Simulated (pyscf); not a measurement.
PySCF, gas phase, ωB97X-D3(BJ)/def2-SVP geometries. Correlated levels are frozen-core, on RHF or UHF. ΔMP2 is the change of the MP2 total energy from the triple- to the quadruple-zeta basis.

Task: Estimate the classical barrier height and the reaction energy of `[O][AlH2]` [doublet] + `[CH4]` -> `[OH][AlH2]` + `[CH3]` [doublet] at CCSD(T)/def2-TZVPP + ΔMP2(QZVPP). The step runs on the doublet surface, breaks C–H and forms H–O; take the separated reactants as zero.

Result: ΔE‡ = 23.3 kJ/mol, ΔE = -61.2 kJ/mol. Zero-point energy shifts the barrier by -8.2 kJ/mol. It is a hydrogen abstraction, with an imaginary mode of 1062i cm⁻¹. •O–AlH₂ lies 143.4 kJ/mol over its isomer [HO–AlH]•, and others may lie lower still (electronic energy, ωB97M-D3(BJ)). One saddle was located; it need not be the lowest between these sides. The angle at the transferred H is 170°. The CCSD(T) − MP2 part came from Ansatz, without density fitting, on the same reference.
